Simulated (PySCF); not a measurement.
Gas-phase reaction: 2 Cl + C₂H₆ → 2 CH₃Cl

Method: PySCF energies (xtb for GFN2) plus ideal-gas RRHO corrections (1 bar). The comparison is the NASA 1993 polynomial table, which mixes measured and estimated data. † marks an energy on the PBE0/def2-TZVP geometry and frequencies; other levels use their own. CCSD(T) freezes the core. 6-31G* has spherical d functions here. Open shells (unrestricted): Cl (multiplicity 2, electronic degeneracy 6); the rest are closed-shell singlets. GFN2 has no spin-polarisation term. Spin-orbit splitting is ignored; it lowers the true energy and changes the entropy of Cl. B3LYP is the form with VWN-RPA correlation. CCSD(T) isn't extrapolated to the basis-set limit; its ΔH°(298 K) is -253.3 kJ in def2-SVP and -306.2 kJ in def2-TZVPP. The harmonic model lacks anharmonicity and excited electronic states, which grow with temperature; levels with a mode under 35 cm⁻¹ are left out. Internal rotation in C₂H₆ is treated as a harmonic vibration of one conformer, which makes the entropy rough.

| level | ΔH°(298 K), kJ | minus table | ΔG°(1800 K), kJ |
|---|---|---|---|
| table | -322.7 | - | -138.2 |
| B3LYP/6-31G* | -300.7 | 22.0 | -114.0 |
| B3LYP/def2-TZVP† | -307.1 | 15.6 | -118.4 |
| CCSD(T)/def2-TZVPP† | -306.2 | 16.5 | -117.5 |
| GFN2-xTB | -319.4 | 3.3 | -136.7 |
| HF/6-31G* | -159.1 | 163.6 | 29.8 |
| HF/def2-TZVP† | -174.4 | 148.3 | 14.3 |
| PBE/def2-TZVP† | -346.7 | -24.0 | -157.9 |
| ωB97X-V/def2-TZVP† | -328.9 | -6.2 | -140.2 |
